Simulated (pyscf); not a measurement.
Optimised with ωB97X-D3(BJ)/def2-SVP in PySCF.

### Question
Estimate by transition-state theory (the high-pressure limit) the rate constant of `[NH2][Si]([SiH3])([SiH3])[SiH3]` → `[NH2][Si][SiH3]` [singlet] + `[SiH3][SiH3]` (singlet surface; Si–Si, Si–Si broken, Si–Si formed) at 1200 K, with ωB97M-D3(BJ)/def2-TZVP energies (ideal gas, 1 atm, RRHO with modes under 100 cm⁻¹ raised to 100, one conformer, R ln 2 for chiral ones without a mode under 150 cm⁻¹; no tunnelling).

### Answer
The electronic barrier is 42.1 kcal/mol and the thermal terms add +12.5, so ΔG‡ = 54.6 kcal/mol. With k_BT/h = 2.50e+13 s⁻¹ and RT = 2.385 kcal/mol, k = 2.8e+03 s⁻¹, a half-life of 2.5e-04 s through this channel alone. Wigner's tunnelling factor for 177i cm⁻¹ would be 1.00. A shift of 1 kcal/mol in the barrier changes k by a factor 1.5. On the product side the descent ends in a complex, 6.3 kcal/mol under the separated species and 7.4 kcal/mol under the saddle at ωB97X-D3(BJ)/def2-TZVP. At ωB97X-D3(BJ) the barrier from the zero used here is 44.5 kcal/mol. H₂N–Si(SiH₃)(SiH₃)–SiH₃ lies 12.7 kcal/mol over its isomer H₃Si–NH–SiH(SiH₃)–SiH₃ (electronic energy, ωB97M-D3(BJ)). H₂N–Si:–SiH₃ [singlet] lies 11.8 kcal/mol over its isomer :HSi–NH–SiH₃ [singlet] (electronic energy, ωB97M-D3(BJ)). This is the saddle that the search found; another between the same sides may lie lower.
